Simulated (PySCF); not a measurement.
## Oxygen: a sound run and one with changed settings

Sound run: O [He] 2s2 2p4, O⁺ [He] 2s2 2p3. Calculation: PySCF 2.14, in def2-SVP (3s2p1d, 14 functions); the non-relativistic Hamiltonian (point nucleus). In the sound run the correlated levels freeze 1s2. The sound run starts from symmetry-adapted Hartree-Fock orbitals and uses a fine grid where one is needed.

A second run was set up differently.

```json
{"species": "O", "method": "UHF", "sound run (hartree)": "-74.72010", "changed run (hartree)": "-74.72010", "converged": "yes"}
{"species": "O", "method": "BP86", "sound run (hartree)": "-74.99134", "changed run (hartree)": "-74.99134", "converged": "yes"}
{"species": "O", "method": "PBE", "sound run (hartree)": "-74.91467", "changed run (hartree)": "-74.91467", "converged": "yes"}
{"species": "O", "method": "MP2", "sound run (hartree)": "-74.82140", "changed run (hartree)": "-74.77489", "converged": "yes"}
{"species": "O", "method": "CCSD(T)", "sound run (hartree)": "-74.83747", "changed run (hartree)": "-74.83747", "converged": "yes"}
{"species": "O⁺", "method": "UHF", "sound run (hartree)": "-74.27607", "changed run (hartree)": "-74.27607", "converged": "yes"}
{"species": "O⁺", "method": "BP86", "sound run (hartree)": "-74.47389", "changed run (hartree)": "-74.47389", "converged": "yes"}
{"species": "O⁺", "method": "PBE", "sound run (hartree)": "-74.40404", "changed run (hartree)": "-74.40404", "converged": "yes"}
{"species": "O⁺", "method": "MP2", "sound run (hartree)": "-74.34500", "changed run (hartree)": "-74.31422", "converged": "yes"}
{"species": "O⁺", "method": "CCSD(T)", "sound run (hartree)": "-74.36051", "changed run (hartree)": "-74.36051", "converged": "yes"}
```

Ionisation energy of O:

| method | sound run (eV) | changed run (eV) |
| --- | --- | --- |
| UHF | 12.083 | 12.083 |
| BP86 | 14.080 | 14.080 |
| PBE | 13.895 | 13.895 |
| MP2 | 12.963 | 12.535 |
| SCS-MP2 | 12.985 | 12.556 |
| CCSD | 12.972 | 12.972 |
| CCSD(T) | 12.979 | 12.979 |

Q: What was changed?
A. level shift left on
B. all electrons correlated in a valence basis
C. basis contracted for another Hamiltonian
D. radial grid too coarse

A: A. It used initial guess 1e, at most 50 SCF cycles, level shift 2.0 hartree. A level shift leaves the converged SCF energy unchanged but raises the virtual orbital energies, which shrinks MP2 if it is not removed.
